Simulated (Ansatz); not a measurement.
fcc Ca, treated with PBEsol in Ansatz (PAW).

Run with plane-wave cutoff 520 eV, 18×18×18 k mesh, Fermi–Dirac smearing 0.1 eV, perturbation theory, force constants from a 6×6×6 q mesh, scalar-relativistic PAW data made under PBE.

Computed at the level's own relaxed cell. Harmonic vibrational thermodynamics at fixed volume:

| T (K) | S_vib (J/K per mol of atoms) | C_V (J/K per mol of atoms) | F_vib (eV/atom) |
|---|---|---|---|
| 0 | 0.00 | 0.00 | 0.0213 |
| 200 | 31.87 | 23.49 | -0.0113 |
| 500 | 54.10 | 24.70 | -0.1499 |
| 600 | 58.61 | 24.77 | -0.2084 |
| 700 | 62.44 | 24.82 | -0.2711 |
| 800 | 65.75 | 24.85 | -0.3376 |
| 900 | 68.68 | 24.87 | -0.4073 |

The crystal is taken as a harmonic solid at every temperature: melting, phase changes and thermal expansion are not seen, nor the electrons' share in a metal.

Ansatz is a quantum-chemistry and plane-wave program.
